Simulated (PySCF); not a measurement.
# Name the molecule from its bond curve

A diatomic of charge 0 contains H. Its triplet curve at ωB97X in a triple-zeta basis (no relativity, PySCF), in eV from the separated fragments:

| R (Å) | E (eV) |
| --- | --- |
| 0.893 | -3.066 |
| 0.935 | -3.362 |
| 0.977 | -3.531 |
| 1.008 | -3.594 |
| 1.039 | -3.611 |
| 1.070 | -3.591 |
| 1.112 | -3.519 |
| 1.164 | -3.372 |
| 1.226 | -3.139 |
| 1.309 | -2.768 |

The fit gives ωe = 3333 cm⁻¹ and the rotational constant Bₑ = 16.67 cm⁻¹.

**Question.** Which atom is the partner?

**Answer.** The minimum lies at 1.037 Å, so the reduced mass is 16.8576 u Å² cm⁻¹/(Bₑ·Re²) = 0.9404 u. With H at 1.01 u the partner weighs about 13.6 u: N. The molecule is NH.

The state was picked by a PBE0 search and need not be the measured ground state.
